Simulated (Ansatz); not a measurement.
in.yaml

```yaml
crystal:
  periodic: [false, false, false]
  atoms:
    - {symbol: Si, position_ang: [-1.749429, 0.000000, 0.000000]}
    - {symbol: H, position_ang: [-2.244301, 1.399708, 0.000000]}
    - {symbol: H, position_ang: [-2.244300, -0.699854, 1.212183]}
    - {symbol: H, position_ang: [-2.244301, -0.699854, -1.212182]}
    - {symbol: H, position_ang: [0.418571, 0.000000, 0.000000]}
    - {symbol: N, position_ang: [2.668655, 0.000000, -0.000001]}
    - {symbol: C, position_ang: [1.508571, 0.000000, 0.000000]}
basis:
  gaussian: {orbitals: cc-pVDZ}
magnetization: {spin_polarized: true, initial_magnetization: 1}
correlation: {method: ccsd_t, electrons: outside_noble_gas}
```

```sh
$ ansatz run in.yaml --threads 1 --pin off --events-out ev --progress --plain --max-ram 2816MiB --backend cpu
```

Output:

```
624 factors; integrals over basis functions are off by at most 1.3e-3 eV
mean field evaluation 1: about -10432.7085 eV, gradient 2.0e1 eV
mean field evaluation 2: about -10432.7117 eV, gradient 2.0e1 eV
mean field evaluation 4: about -10435.2032 eV, gradient 2.7e0 eV
mean field evaluation 8: about -10435.3030 eV, gradient 9.2e-2 eV
mean field evaluation 16: about -10435.2821 eV, gradient 6.8e-1 eV
mean field evaluation 32: about -10435.3031 eV, gradient 3.8e-5 eV
mean field evaluation 64: about -10426.5371 eV, gradient 7.3e0 eV
mean field -10435.30309739 eV, -383.4903155265 hartree, gradient 3.3e-6 eV, S^2 0.785735; 6 other end points of the search recorded, 0 dependent functions left out
determinant -10435.30309739 eV, -383.4903155265 hartree, with singles and doubles -10446.72840537 eV, -383.9101878504 hartree
determinant -10428.88282121 eV, -383.2543747289 hartree, with singles and doubles -10438.95607979 eV, -383.6245601539 hartree
7 core orbitals not correlated: weight in the atoms' cores, before any rotation towards them, 1.000 or more for the frozen orbitals, at most 0.000 for the correlated occupied ones
reference -10435.30309739 eV, -383.4903155265 hartree; 9, 8 occupied and 50, 51 virtual orbitals, 624 factors
second order -10.40443750 eV of doubles, -0.00000000 eV of singles
cycle   1  -11.42467035 eV  change    6.4e-4 eV  update   1.6e-3
cycle   2  -11.42512375 eV  change   -4.5e-4 eV  update   9.9e-4
cycle   3  -11.42466146 eV  change    4.6e-4 eV  update   5.1e-4
cycle   4  -11.42458349 eV  change    7.8e-5 eV  update   1.5e-4
cycle   5  -11.42502931 eV  change   -4.5e-4 eV  update   5.4e-5
cycle   6  -11.42515019 eV  change   -1.2e-4 eV  update   1.8e-5
cycle   7  -11.42515010 eV  change    8.8e-8 eV  update   6.2e-6
perturbative correction -0.40474477 eV, -0.0148740959 hartree
Total energy: -10447.13299226 eV, -383.9250561444 hartree
```

For the same geometry and basis UCCSDT(Q) lies 68.5 meV lower.

Ran on 1 thread of AMD EPYC 7R13, shared host: 6.5 s wall, 0.31 GiB peak host memory.
